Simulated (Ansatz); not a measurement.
Take a crystal in which Cu has been replaced by Au on all its sites, with the cell rescaled by a rough guess (in some cases also distorted within its space group) and nothing relaxed:

```
Al Au
1.0
     3.88896    0.00000    0.00000
     0.00000    3.88896    0.00000
     0.00000    0.00000    3.88896
Al Au
3 1
Direct
  0.00000 0.50000 0.50000
  0.50000 0.00000 0.50000
  0.50000 0.50000 0.00000
  0.00000 0.00000 0.00000
```

Level of theory: DFT PBEsol, scalar-relativistic, plane waves, PAW in Ansatz 0.2.0.

Settings: cutoff 420 eV, Γ-centred mesh 12×12×12 on the computed 4-atom cell, Gaussian smearing of 0.10 eV; no spin polarisation.

Task: What pressure does the cell carry?

Result: The pressure is 12.2 GPa (positive in compression), so the cell would expand.

Task: Is it a metal on this mesh?

Result: Yes, a band crosses the Fermi level.

Task: What is its energy against the elements in their standard states?

Result: -0.084 eV/atom at this unrelaxed geometry, with the elements in the same functional.

Spin-orbit coupling is left out, which matters for the bands of heavy elements.